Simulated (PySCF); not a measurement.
Fluorine oxoborane, BFO.
SMILES with atom numbers: `[O:1]=[B:2][F:3]`

Cartesian coordinates in Å at the PBE0-D3(BJ)/def2-SVP level; atoms count from 1:
```
atom  x, y, z in Å
O1    -1.2280    0.1123    0.0091
B2    -0.0236    0.0712   -0.0144
F3     1.2582    0.0247   -0.0397
```

Computed with core-valence-separated Tamm–Dancoff BHandHLYP/aug-pcX-1 in PySCF, non-relativistic, gas phase, PBE0-D3(BJ)/def2-SVP geometry. The energies are unshifted.

Task: What does the O 1s absorption edge look like?

Result: 
```
E (eV)       f  core hole on                 main final orbital     polarisation
531.59  0.0104            O1                        LUMO (84 %)   along the axis
531.63  0.0784            O1  LUMO+4/LUMO+5 (2 roots, f summed)  across the axis
534.70  0.0036            O1                      LUMO+3 (85 %)   along the axis
535.13  0.0013            O1  LUMO+1/LUMO+2 (2 roots, f summed)  across the axis
535.82  0.0100            O1                      LUMO+6 (73 %)   along the axis
```

The first line with a tenth or more of the strongest one's intensity is at 531.59 eV (f = 0.010), with the hole on O1 (oxygen bonded to B), polarised along the axis. The strongest listed is at 531.63 eV (f = 0.078, sum of 2; O1, 1s→π*).

Task: Give energies, oscillator strengths and core holes at the F K edge.

Result: 
```tsv
E (eV)	f	core hole on	main final orbital	polarisation
686.34	0.0123	F3	LUMO (81 %)	along the axis
687.99	0.0408	F3	LUMO+4/LUMO+5 (2 roots, f summed)	across the axis
689.55	0.0120	F3	LUMO+3 (64 %)	along the axis
690.52	0.0005	F3	LUMO+1/LUMO+2 (2 roots, f summed)	–
691.21	0.0046	F3	LUMO+6 (46 %)	along the axis
```

The first line with a tenth or more of the strongest one's intensity is at 686.34 eV (f = 0.012), with the hole on F3 (boron-bound fluorine), polarised along the axis. The strongest listed is at 687.99 eV (f = 0.041, sum of 2; F3).

Task: What does the B 1s absorption edge look like?

Result: 
| E (eV) | f | core hole on | main final orbital | polarisation |
| --- | --- | --- | --- | --- |
| 190.93 | 0.0043 | B2 | LUMO (81 %) | along the axis |
| 191.24 | 0.1777 | B2 | LUMO+4/LUMO+5 (2 roots, f summed) | across the axis |
| 194.73 | 0.0210 | B2 | LUMO+1/LUMO+2 (2 roots, f summed) | across the axis |
| 194.90 | 0.0000 | B2 | LUMO+3 (91 %) | – |
| 195.70 | 0.0034 | B2 | LUMO+6 (65 %) | along the axis |

The first line with a tenth or more of the strongest one's intensity is at 191.24 eV (f = 0.178, sum of 2), with the hole on B2 (boron bonded to F and O), polarised across the axis. It is also the strongest listed.

Roots within 0.03 eV whose holes lie on the same, on equivalent or on shared atoms are summed into one line, and the highest roots are left out, as the search may have cut off their partners. Final orbitals are the ground state's empty Kohn–Sham orbitals. A dash: too weak, shared between unlike atoms, or no plane or axis to refer to.

Task: What length of transition dipole belongs to the line at 535.82 eV?

Result: From f = (2/3) ΔE |μ|² in atomic units, with ΔE = 19.691 Eh and f = 0.0100: |μ| = 0.028 au = 0.07 D.

The list ends where the root search ended, not at a threshold.
